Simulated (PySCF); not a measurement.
Species: C₂H₆OP₂.
Atom-mapped SMILES: `[O:1]=[P:2]1([PH2:3])[CH2:4][CH2:5]1` (hydrogens: H6, H7 on P3; H8, H9 on C4; H10, H11 on C5)

All values: wB97X-D/def2-SVPD (PySCF, non-relativistic), on one gas-phase PBE0-D3(BJ)/def2-SVP geometry that isn't relaxed in the solvent. The solvent is an IEF-PCM continuum (Bondi radii, 1.10 Å for H, scaled by 1.2), and excitations are vertical TDDFT with non-equilibrium linear response and a frozen core. The model holds no explicit solvent molecules, cavitation or dispersion.

Gas-phase singlets (H = HOMO, L = LUMO):

```csv
state,E (eV),λ (nm),f,leading configuration
S1,5.767,215,0.005,H→L 88%
S2,6.353,195,0.211,H-1→L 84%
S3,6.587,188,0.009,H-1→L+1 83%
S4,6.657,186,0.002,H→L+2 50%
S5,6.799,182,0.134,H→L+1 74%
```

What are the lowest 5 singlets in benzene (ε = 2.271)?

```json
{"state": "S1", "E (eV)": "5.865", "λ (nm)": "211", "f": "0.006", "leading configuration": "H→L 88%", "change by rank (eV)": "+0.098"}
{"state": "S2", "E (eV)": "6.346", "λ (nm)": "195", "f": "0.359", "leading configuration": "H-1→L 90%", "change by rank (eV)": "-0.007"}
{"state": "S3", "E (eV)": "6.722", "λ (nm)": "184", "f": "0.015", "leading configuration": "H-1→L+1 59%", "change by rank (eV)": "+0.135"}
{"state": "S4", "E (eV)": "6.767", "λ (nm)": "183", "f": "0.000", "leading configuration": "H→L+2 41%", "change by rank (eV)": "+0.110"}
{"state": "S5", "E (eV)": "6.909", "λ (nm)": "179", "f": "0.146", "leading configuration": "H→L+1 62%", "change by rank (eV)": "+0.110"}
```

The ground-state energy changes by -0.188 eV from gas to benzene. By how much does the total energy of gas-phase S1 change?

E(S1) = E(S0) + excitation energy, so it changes by -0.188 + 0.098 = -0.090 eV: it is lowered less than the ground state, which is what a blue shift means. This is the vertical state, with the slow part of the continuum still set for S0.

How do the frontier levels move from gas to benzene?

```json
{"orbital": "LUMO+2", "gas (eV)": "1.93", "solvent (eV)": "2.07", "change (eV)": "+0.14", "Löwdin shares, gas": "P3 28 %, C5 12 %, P2 11 %, C4 10 %", "Löwdin shares, solvent": "P3 28 %, P2 13 %, C5 12 %, C4 9 %"}
{"orbital": "LUMO+1", "gas (eV)": "1.78", "solvent (eV)": "1.98", "change (eV)": "+0.20", "Löwdin shares, gas": "P3 42 %, H7 12 %, H6 11 %, P2 10 %", "Löwdin shares, solvent": "P3 41 %, H7 13 %, P2 11 %, H6 10 %"}
{"orbital": "LUMO", "gas (eV)": "1.21", "solvent (eV)": "1.34", "change (eV)": "+0.13", "Löwdin shares, gas": "P3 50 %, P2 17 %, O1 9 %, C4 5 %", "Löwdin shares, solvent": "P3 49 %, P2 18 %, O1 10 %, C4 6 %"}
{"orbital": "HOMO", "gas (eV)": "-9.19", "solvent (eV)": "-9.19", "change (eV)": "0.00", "Löwdin shares, gas": "O1 41 %, P2 19 %, C5 16 %, C4 16 %", "Löwdin shares, solvent": "O1 38 %, P2 20 %, C5 17 %, C4 16 %"}
{"orbital": "HOMO-1", "gas (eV)": "-9.45", "solvent (eV)": "-9.45", "change (eV)": "0.00", "Löwdin shares, gas": "O1 42 %, P3 32 %, P2 10 %, C4 5 %", "Löwdin shares, solvent": "O1 38 %, P3 36 %, P2 10 %, C4 6 %"}
{"orbital": "HOMO-2", "gas (eV)": "-10.85", "solvent (eV)": "-10.73", "change (eV)": "+0.12", "Löwdin shares, gas": "P3 44 %, O1 13 %, C4 9 %, P2 9 %", "Löwdin shares, solvent": "P3 42 %, O1 11 %, C4 10 %, C5 10 %"}
{"orbital": "HOMO-3", "gas (eV)": "-12.04", "solvent (eV)": "-12.02", "change (eV)": "+0.02", "Löwdin shares, gas": "O1 34 %, P2 20 %, C5 15 %, P3 9 %", "Löwdin shares, solvent": "O1 35 %, P2 17 %, C5 14 %, P3 10 %"}
```

The HOMO–LUMO gap goes from 10.40 to 10.53 eV.

The values belong to the conformer `[O:1]=[P:2]1([PH2:3])[CH2:4][CH2:5]1`: H–P3–P2–O1 -44°, H–P3–P2–O1 49°.

wB97X-D is run here without its empirical dispersion term; that term would change no orbital, density or response property at a fixed geometry.
